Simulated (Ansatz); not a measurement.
C2H3N can be A, `C#CN`, or B, `[C-]#[N+]C`.

Computed with Ansatz on PBE0-D4/def2-TZVP structures; ΔE is electronic, products minus reactants. CBS: def2 TZ/QZ extrapolation, frozen cores. DFT in def2-TZVPP. B3LYP here is the variant with VWN-RPA as its local correlation; programs differ in this. One conformer a species, not always the lowest.

Task: Which is lower in electronic energy at CCSD(T)/CBS, and by how much? (Best estimate.)

Result: Ansatz gave: B, by 72.1 kJ/mol.

Task: Give E(B) − E(A) in kJ/mol with LDA (SPW92), B2PLYP, CCSD(T)/def2-TZVPP, PBE-D4, MP2/def2-TZVPP, B3LYP, CCSD(T)/def2-SVP. (Estimate.)

Result: Computed: LDA (SPW92) -40.3, B2PLYP -72.5, CCSD(T)/def2-TZVPP -81.2, PBE-D4 -59.7, MP2/def2-TZVPP -69.9, B3LYP -70.3, CCSD(T)/def2-SVP -98.4. None reverses the order clearly.

Task: Does the order hold for the free energy at 298.15 K (harmonic terms from PBE0-D4)? (An estimate is asked.)

Result: Ansatz gave: Yes: G(B) − G(A) = -67.9 kJ/mol, for one conformer each.

Largest T1 diagnostic: 0.014.

In def2-TZVPP, CCSD(T) changes the Hartree–Fock value by +22.9 kJ/mol (the triples alone add +1.7 kJ/mol) and MP2 by +34.1 kJ/mol. From BLYP to BHLYP (50 % exact exchange), in def2-TZVPP and without D4, E(B) − E(A) moves by −10.0 kJ/mol.
